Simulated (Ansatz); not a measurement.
## Lead, fcc: convergence with Fermi-Dirac smearing

Computed with Ansatz, PBE, scalar-relativistic PAW, on the relaxed cell (a = 5.035 Å; spin not included). Errors count from a run at 420 eV on a Γ-centred 18×18×18 mesh with Fermi-Dirac smearing of 0.1 eV, extrapolated to zero width. Fixed here: cutoff 420 eV, mesh 11×11×11. The SCF starts from atomic densities corrected by a trained network.

```json
{"width (eV)": "0.01", "E(σ→0) error (meV/atom)": "-4.2", "F error (meV/atom)": "-4.3", "P (GPa)": "-0.12", "SCF iterations": "6"}
{"width (eV)": "0.03", "E(σ→0) error (meV/atom)": "-4.3", "F error (meV/atom)": "-4.8", "P (GPa)": "-0.10", "SCF iterations": "6"}
{"width (eV)": "0.1", "E(σ→0) error (meV/atom)": "-3.1", "F error (meV/atom)": "-11.1", "P (GPa)": "0.00", "SCF iterations": "6"}
{"width (eV)": "0.3", "E(σ→0) error (meV/atom)": "-0.4", "F error (meV/atom)": "-81.4", "P (GPa)": "0.39", "SCF iterations": "6"}
{"width (eV)": "0.6", "E(σ→0) error (meV/atom)": "9.7", "F error (meV/atom)": "-331.9", "P (GPa)": "1.50", "SCF iterations": "6"}
{"width (eV)": "1.0", "E(σ→0) error (meV/atom)": "5.3", "F error (meV/atom)": "-943.4", "P (GPa)": "4.11", "SCF iterations": "6"}
```

**Question.** What does the run at 0.2 give (width)?

**Answer.** E(σ→0) error (meV/atom): -1.5; F error (meV/atom): -36.8; P (GPa): 0.19; SCF iterations: 6.
